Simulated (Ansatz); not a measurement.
C2F4, singlet: the ladder up to RCCSDT(Q)

Geometry: MP2(full)/6-31G*, from the G2/97 set.

```yaml
atoms:
  - { symbol: C, position_ang: [0.0000, 0.0000, 0.6632] }
  - { symbol: C, position_ang: [0.0000, 0.0000, -0.6632] }
  - { symbol: F, position_ang: [0.0000, 1.1127, 1.3857] }
  - { symbol: F, position_ang: [0.0000, -1.1127, 1.3857] }
  - { symbol: F, position_ang: [0.0000, 1.1127, -1.3857] }
  - { symbol: F, position_ang: [0.0000, -1.1127, -1.3857] }
```

Basis cc-pVDZ; Ansatz 0.2.0. Correlated methods freeze the noble-gas cores, which leaves 36 electrons in 78 orbitals. Prefix R: restricted or restricted open-shell reference. Active spaces: frontier = (8e, 8o) about the gap.

Full CI isn't at hand for all of this; RCCSDT(Q) serves as the reference, and is uncertain by about the last step of the cluster series.

* UHF ⟨S²⟩: 0.000
* T1 diagnostic (RCCSD): 0.0125
* largest doubles amplitude (RCCSD): 0.124

```tsv
level	E − E(RHF) (eV)
RMP2	-27.0014
RCCSD	-27.4542
RCCSD(T)	-28.1086
```

(1) Estimate how far RCCSDT(Q) in cc-pVDZ lies from RCCSD(T). The table doesn't fix it; the size of (T) and the diagnostics are the guide.

(1) RCCSDT(Q) in cc-pVDZ lies 9.1 kJ/mol below RCCSD(T), which is 14 % of the (T) step (-63.1 kJ/mol). A doubles amplitude is large, but (T) still catches most of what CCSD lacks. The miss exceeds 1 kcal/mol.

The other levels:

| level | E − E(RCCSDT(Q)) (kJ/mol) | share of correlation (%) | wall time |
| --- | --- | --- | --- |
| CISD | 484.4 | 82.20 | 81 s |
| BCCD(T) | 7.5 | 99.72 | 10 s (H100) |
| RCCSDT | 6.7 | 99.75 | – |
| CASSCF (frontier space) | 2422.0 | 11.00 | – |
| NEVPT2 (frontier space) | 146.8 | 94.60 | 8.5 s (H100) |
| MRCISD (frontier space) | 378.3 | 86.10 | – |
| MRCISD+Q (frontier space) | 84.8 | 96.88 | 10 s (H100) |

The correlation energy at RCCSDT(Q), counted from RHF, is -28.203 eV. That run took 1.8 min on 2 threads of AMD EPYC 7R13 with a shared H100 80 GB, shared host.

Times hold each run's SCF and search for its determinant on a shared host, so for small cases they say little of a method's own cost; rows without a card ran on 1 thread of AMD EPYC 7R13.

Atomization energy (electronic, same basis, no zero-point term; atoms at the same level, unrestricted beside the R rows where the molecule is a closed shell, with restricted open-shell steps beyond CCSDT(Q)) at RCCSDT(Q): 2213.3 kJ/mol. Errors of other levels:

```tsv
level	error (kJ/mol)
RHF	-729.9
RMP2	126.9
CISD	-431.8
RCCSD	-54.4
RCCSD(T)	-5.4
BCCD(T)	-3.4
RCCSDT	-5.5
```

This basis is far from its limit, so the value isn't to be set against a measured one. Truncated CI isn't size-consistent, which counts against it in atomization.
